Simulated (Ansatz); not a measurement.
# C3H4ClN: a ladder of functionals and wavefunction methods

How much do the methods differ for C3H4ClN? The plan is to run it at one geometry with functionals of several rungs and with coupled cluster. The yardstick is the atomisation energy at the CCSD(T) limit.

Program: Ansatz 0.2.0, Gaussian basis. Level of theory: functionals in def2-TZVPP, the program's frozen cores in correlated methods. These are calculated values, not measurements.

Plan: LDA (SPW92), PBE-D4, revPBE-D4, BLYP-D4, r2SCAN-D4, B97M-V, PBE0-D4, B3LYP-D4, r2SCANh-D4, r2SCAN0-D4, HSE06-D4, BHLYP-D4, CAM-B3LYP-D4, LC-ωPBE, ωB97X-V, ωB97M-V, B2PLYP, PBE-QIDH; CCSD(T)/def2-SVP; CCSD(T)/def2-TZVPP; MP2/def2-QZVPP; extrapolation to the limit; RPA on PBE.

## 1. The relaxed structure

All runs share one geometry, relaxed beforehand with PBE0-D4 in a triple-zeta def2 set.

9 atoms, charge 0, spin multiplicity 1.

Atoms are counted from 1 here; the program's logs count them from 0.

Bond lengths: Cl1–C2 1.710 Å, C2–N3 1.272 Å, C2–C5 1.491 Å, N3–C4 1.493 Å, C4–C5 1.545 Å, C4–H6 1.091 Å, C4–H7 1.091 Å, C5–H8 1.090 Å, C5–H9 1.090 Å. Angles: Cl1–C2–N3 127.4°, Cl1–C2–C5 130.8°, N3–C2–C5 101.8°, C2–N3–C4 88.8°, N3–C4–C5 90.0°, N3–C4–H6 112.1°, N3–C4–H7 112.1°, C5–C4–H6 115.7°, C5–C4–H7 115.7°, H6–C4–H7 110.0°, C2–C5–C4 79.4°, C2–C5–H8 115.7°, C2–C5–H9 115.7°, C4–C5–H8 116.7°, C4–C5–H9 116.7°, H8–C5–H9 110.0°.

## 2. LDA

This LDA is Slater exchange with PW92 correlation.

Contents of in.yaml:

```yaml
crystal:
  periodic: [false, false, false]
  atoms:
    - {symbol: Cl, position_ang: [-1.061980, -2.393104, -0.798649]}
    - {symbol: C, position_ang: [-0.213162, -0.959515, -0.414260]}
    - {symbol: N, position_ang: [0.962011, -0.636751, -0.777755]}
    - {symbol: C, position_ang: [0.811724, 0.641154, -0.020337]}
    - {symbol: C, position_ang: [-0.613314, 0.220554, 0.404689]}
    - {symbol: H, position_ang: [0.872243, 1.513559, -0.672408]}
    - {symbol: H, position_ang: [1.539852, 0.726867, 0.787400]}
    - {symbol: H, position_ang: [-1.437944, 0.813533, 0.007813]}
    - {symbol: H, position_ang: [-0.770929, 0.027502, 1.466307]}
basis:
  gaussian: {orbitals: def2-TZVPP}
hamiltonian: {xc: lda}
output: {orbitals: {seedname: orbitals}}
```

Further steps of the session: PBE-D4 (GGA); revPBE-D4 (GGA); BLYP-D4 (GGA); r2SCAN-D4 (meta-GGA); B97M-V (meta-GGA); PBE0-D4 (hybrid); B3LYP-D4 (hybrid); r2SCANh-D4 (hybrid); r2SCAN0-D4 (hybrid); HSE06-D4 (hybrid); BHLYP-D4 (hybrid); CAM-B3LYP-D4 (range-separated); LC-ωPBE (range-separated); ωB97X-V (range-separated); ωB97M-V (range-separated); B2PLYP (double hybrid); PBE-QIDH (double hybrid); CCSD(T) in def2-SVP; CCSD(T) in def2-TZVPP; MP2 in def2-QZVPP; RPA on PBE orbitals.

Before running them: what should the planned runs give, taken together? Wanted: atomisation energy, CCSD(T)/CBS; farthest beyond LDA; mean size of error, GGA; mean size of error, meta-GGA; mean size of error, hybrid; mean size of error, range-separated; mean size of error, double hybrid; gap, smallest and largest; T1 diagnostic.

The runs gave:

| quantity | value |
| --- | --- |
| atomisation energy, CCSD(T)/CBS | 3597.4 kJ/mol |
| functionals within 18.0 kJ/mol (0.5 %) | B3LYP-D4, r2SCANh-D4, PBE-QIDH |
| farthest beyond LDA | PBE-D4 (+171.6 kJ/mol) |
| mean size of error, GGA | 88.5 kJ/mol |
| mean size of error, meta-GGA | 26.6 kJ/mol |
| mean size of error, hybrid | 57.7 kJ/mol |
| mean size of error, range-separated | 27.1 kJ/mol |
| mean size of error, double hybrid | 20.0 kJ/mol |
| gap, smallest and largest | 4.99 eV (LDA (SPW92)), 12.96 eV (LC-ωPBE) |
| T1 diagnostic | 0.0111 |
| triples share of the correlation energy | 4.6 % |

In words: The LDA atomisation energy is off by 646.9 kJ/mol (18 %): it overbinds. PBE-D4 misses by +171.6 kJ/mol. Double hybrids carry the basis error of their MP2 part in triple zeta, and no dispersion term here, so their miss is partly the set-up's. Taken by rung, double hybrid functionals do best (20.0 kJ/mol on average) and GGA ones worst beyond LDA (88.5 kJ/mol). The gap between the best rungs is small, so their order is not settled. Misses under about 18.0 kJ/mol are within the doubt on the reference itself, which lacks core-valence correlation, relativity and higher excitations. Hartree-Fock recovers 69 % of the binding; the rest is correlation. CCSD(T) in def2-SVP is off by -180.4 kJ/mol, worse than the median functional, from the basis alone. Orbital gaps span 5.0 to 13.0 eV; exact exchange widens them.
